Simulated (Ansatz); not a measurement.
# C₂H₄FN: a ladder of functionals and wavefunction methods

How much do the methods differ for C₂H₄FN? The plan is to run it at one geometry with functionals of several rungs and with coupled cluster, and see how far each lands from CCSD(T) at the basis-set limit for the atomisation energy.

Method: functionals in def2-TZVPP, the program's frozen cores in correlated methods; program: Ansatz 0.2.0, Gaussian basis.

Plan: LDA (SPW92), PBE-D4, revPBE-D4, BLYP-D4, r2SCAN-D4, B97M-V, PBE0-D4, B3LYP-D4, r2SCANh-D4, r2SCAN0-D4, HSE06-D4, BHLYP-D4, CAM-B3LYP-D4, LC-ωPBE, ωB97X-V, ωB97M-V, B2PLYP, PBE-QIDH; CCSD(T)/def2-SVP; CCSD(T)/def2-TZVPP; MP2/def2-QZVPP; extrapolation to the limit; RPA on PBE.

### 1 The relaxed structure

All runs share one geometry, relaxed beforehand with PBE0-D4 in a triple-zeta def2 set.

SMILES `N=CCF`, 8 atoms, charge 0, spin multiplicity 1.

Atoms are counted from 1 here; the program's logs count them from 0.

Bond lengths: N1–C2 1.259 Å, N1–H5 1.023 Å, C2–C3 1.497 Å, C2–H6 1.095 Å, C3–F4 1.373 Å, C3–H7 1.096 Å, C3–H8 1.096 Å. Angles: C2–N1–H5 110.0°, N1–C2–C3 126.7°, N1–C2–H6 118.9°, C3–C2–H6 114.4°, C2–C3–F4 111.2°, C2–C3–H7 110.1°, C2–C3–H8 110.1°, F4–C3–H7 108.6°, F4–C3–H8 108.6°, H7–C3–H8 108.2°.

Coordinates:

```tsv
atom	x (Å)	y (Å)	z (Å)
N1	-1.0296	1.2698	-0.1988
C2	-0.0667	0.6764	0.3534
C3	0.4667	-0.6781	0.0048
F4	-0.2376	-1.2370	-1.0333
H5	-1.4177	0.6883	-0.9453
H6	0.4576	1.1711	1.1778
H7	0.3986	-1.3441	0.8730
H8	1.5208	-0.6034	-0.2872
```

### 2 LDA

This LDA is Slater exchange with PW92 correlation.

File in.yaml:

```yaml
crystal:
  periodic: [false, false, false]
  atoms:
    - {symbol: N, position_ang: [-1.029576, 1.269751, -0.198809]}
    - {symbol: C, position_ang: [-0.066692, 0.676365, 0.353368]}
    - {symbol: C, position_ang: [0.466683, -0.678102, 0.004764]}
    - {symbol: F, position_ang: [-0.237583, -1.237046, -1.033346]}
    - {symbol: H, position_ang: [-1.417714, 0.688270, -0.945293]}
    - {symbol: H, position_ang: [0.457628, 1.171061, 1.177764]}
    - {symbol: H, position_ang: [0.398552, -1.344118, 0.872980]}
    - {symbol: H, position_ang: [1.520802, -0.603380, -0.287227]}
basis:
  gaussian: {orbitals: def2-TZVPP}
hamiltonian: {xc: lda}
output: {orbitals: {seedname: orbitals}}
```

The run is started by

```console
$ ansatz run in.yaml --threads 2 --pin off --events-out ev --progress --plain --max-ram 4352MiB
```

Further steps of the session: PBE-D4 (GGA); revPBE-D4 (GGA); BLYP-D4 (GGA); r2SCAN-D4 (meta-GGA); B97M-V (meta-GGA); PBE0-D4 (hybrid); B3LYP-D4 (hybrid); r2SCANh-D4 (hybrid); r2SCAN0-D4 (hybrid); HSE06-D4 (hybrid); BHLYP-D4 (hybrid); CAM-B3LYP-D4 (range-separated); LC-ωPBE (range-separated); ωB97X-V (range-separated); ωB97M-V (range-separated); B2PLYP (double hybrid); PBE-QIDH (double hybrid); CCSD(T) in def2-SVP; CCSD(T) in def2-TZVPP; MP2 in def2-QZVPP; RPA on PBE orbitals.

**Question.** What will the summary of the whole plan be? Wanted: atomisation energy, CCSD(T)/CBS; farthest beyond LDA; mean size of error, GGA; mean size of error, meta-GGA; mean size of error, hybrid; mean size of error, range-separated; mean size of error, double hybrid; gap, smallest and largest; T1 diagnostic.

**Answer**, as computed:

| quantity | value |
| --- | --- |
| atomisation energy, CCSD(T)/CBS | 32.260 eV |
| functionals within 0.161 eV (0.5 %) | r2SCAN-D4, B97M-V, LC-ωPBE, ωB97X-V |
| farthest beyond LDA | PBE-D4 (+1.214 eV) |
| mean size of error, GGA | 0.619 eV |
| mean size of error, meta-GGA | 0.043 eV |
| mean size of error, hybrid | 0.473 eV |
| mean size of error, range-separated | 0.176 eV |
| mean size of error, double hybrid | 0.221 eV |
| gap, smallest and largest | 4.72 eV (LDA (SPW92)), 12.89 eV (LC-ωPBE) |
| T1 diagnostic | 0.0118 |
| triples share of the correlation energy | 3.7 % |

LDA overbinds by 5.468 eV (17 %). PBE-D4 is off by +1.214 eV. Double hybrids carry the basis error of their MP2 part in triple zeta, and no dispersion term here, so their miss is partly the set-up's. By mean error the best rung here is meta-GGA (0.043 eV) and the worst beyond LDA is GGA (0.619 eV). Misses under about 0.161 eV are within the doubt on the reference itself, which lacks core-valence correlation, relativity and higher excitations. Hartree-Fock recovers 69 % of the binding; the rest is correlation. CCSD(T) in def2-SVP is off by -1.688 eV, more than most functionals: a good method in a small basis is no reference. The gap grows from 4.7 to 12.9 eV across the functionals, mostly with the share of exact exchange.
